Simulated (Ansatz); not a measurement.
Geometry optimisation, Ansatz, RKS revPBE-D4/def2-mTZVP.

The input (input.yaml):

```yaml
crystal:
  periodic: [false, false, false]
  atoms:
    - { symbol: B, position_ang: [0.0, 0.0, 0.0] }
    - { symbol: H, position_ang: [0.0, 0.0, 1.19] }
    - { symbol: F, position_ang: [1.1431, 0.0, -0.66] }
    - { symbol: F, position_ang: [-1.1431, 0.0, -0.66] }
basis:
  gaussian: { orbitals: def2-mTZVP }
hamiltonian:
  xc: revpbe
  dispersion: d4
relax:
  f_tol: 0.02
  max_steps: 40
```

Command:

```bash
$ ansatz run input.yaml --threads 1 --pin off --max-ram 2048MiB --backend cpu --events-out ev --progress --plain --runs-dir out
```

**Question.** Where does it end, and by what steps?

**Answer.** The forces met the threshold. After 3 steps the energy has fallen by 0.012 eV; H2 moved furthest, 0.02 Å.

| step | energy less start (eV) | largest force component (eV/Å) | accepted |
| --- | --- | --- | --- |
| 0 | 0.0000 | 0.653 | yes |
| 1 | -0.0093 | 0.348 | yes |
| 2 | -0.0116 | 0.038 | yes |
| 3 | -0.0116 | 0.006 | yes |

```xyz
4
Properties=species:S:1:pos:R:3
B 0.000 0.000 0.010
H 0.000 0.000 1.207
F 1.145 0.000 -0.673
F -1.145 0.000 -0.673
```

Whether the end is a true minimum wasn't checked by a vibrational analysis.

Run time: 4.6 s on 1 thread of Intel(R) Xeon(R) Platinum 8488C (Sapphire Rapids), with other jobs on the host, peak memory 0.12 GiB.
